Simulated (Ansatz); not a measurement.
This geometry of CH$_{6}$Si (8 atoms, charge 0, multiplicity 1) is a first-order saddle point.

The calculation used RKS PBE-D4/def2-SVP in Ansatz.

```xyz
8
Properties=species:S:1:pos:R:3
Si -0.378 -0.048 0.410
H 0.780 -0.182 1.403
C 1.925 -0.007 0.388
H 2.361 -1.000 0.599
H 2.038 0.252 -0.678
H 2.379 0.776 1.023
H -0.347 1.304 -0.266
H -0.278 -1.095 -0.674
```

Task: Which two structures does it join? (They come from a converged band through this point; their orientation in space is the band's.)

Result: Bonds broken: Si1–H2, Si1–C3. Bonds formed: H2–C3. CH6Si becomes CH4 + H2Si.

First end point:

```xyz
8
Properties=species:S:1:pos:R:3
Si 0.170 -0.023 0.339
H -0.256 -0.298 1.758
C 2.055 0.026 0.204
H 2.497 -0.941 0.516
H 2.371 0.230 -0.839
H 2.475 0.822 0.852
H -0.431 1.291 -0.086
H -0.400 -1.106 -0.540
```

Last end point:

```xyz
8
Properties=species:S:1:pos:R:3
Si -0.760 -0.050 0.453
H 1.092 -0.155 1.157
C 2.050 -0.036 0.550
H 2.586 -0.998 0.653
H 1.865 0.192 -0.512
H 2.598 0.793 1.035
H -0.494 1.224 -0.379
H -0.458 -0.969 -0.752
```

Task: How far does it lie above each of them?

Result: 2.79 eV above the first and 0.65 eV above the second. This is the barrier of this one path; another mechanism may lie lower. The orbitals stay closed-shell, which can raise the energy where a bond breaks towards radicals; this wasn't checked here.

Run time: 2.4 min on 1 thread of AMD EPYC 7R43 64-Core Processor (Zen 3) (shared host), peak memory 0.12 GiB.
